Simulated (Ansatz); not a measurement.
**Energy profile**

The step: SiH₃ + CH₄ → SiH₄ + CH₃; bonds formed: H1–Si3; bonds broken: H1–C2 (atoms numbered as in the saddle structure below).

H1  (-0.039, -0.020, 0.078)
C2  (-0.720, -0.337, 1.522)
Si3  (0.633, 0.296, -1.339)
H4  (-0.791, 0.665, 1.928)
H5  (-1.644, -0.802, 1.203)
H6  (0.032, -0.987, 1.953)
H7  (1.183, 1.678, -1.333)
H8  (1.733, -0.670, -1.598)
H9  (-0.388, 0.178, -2.414)
(Å)

Electronic energies by CCSD(T) at an estimated basis limit (MP2 extrapolated from triple and quadruple zeta, plus CCSD(T) − MP2 in triple zeta), on PBE0-D4/def2-TZVP structures; CH₇Si, doublet; no counterpoise correction; spin–orbit coupling, which lowers free halogen atoms and radicals such as OH and SH, is left out. Computed with Ansatz 0.2.0 (basis: def2-TZVPP and def2-QZVPP); correlated methods freeze the cores; orbitals are unrestricted. Extrapolation: Hartree–Fock as exp(−7.88 √X), correlation as X^−2.97.

Question: Give the profile in eV, counted from the separated reactants. (An estimate is asked for; the value comes from the calculation.)

Answer: Computed:
| point | eV |
| --- | --- |
| separated: CH₄ (H1, C2, H4, H5, H6; singlet) + SiH₃ (Si3, H7, H8, H9; doublet) | 0.000 |
| start structure | -0.009 |
| saddle | 1.053 |
| end structure | 0.669 |
| separated: SiH₄ (H1, Si3, H7, H8, H9; singlet) + CH₃ (C2, H4, H5, H6; doublet) | 0.678 |

No T1 diagnostic of these runs exceeds 0.016. ⟨S²⟩ of the unrestricted Hartree–Fock references: 0.76 to 0.78 (a pure state has 0.75). The start structure is not quite a true minimum (one mode of 37i cm⁻¹).

Radical steps of this kind take place in plasma deposition and etching.

For scale, one of the runs: CCSD(T)/def2-TZVPP, 171 basis functions, launched by `ansatz run in.yaml --threads 2 --pin off --events-out ev --progress --plain --max-ram 4352MiB`. Time: 76 s of wall clock on 2 CPU threads of an Intel Xeon Platinum 8259CL; the host was shared. Peak host memory: 3.4 GiB.
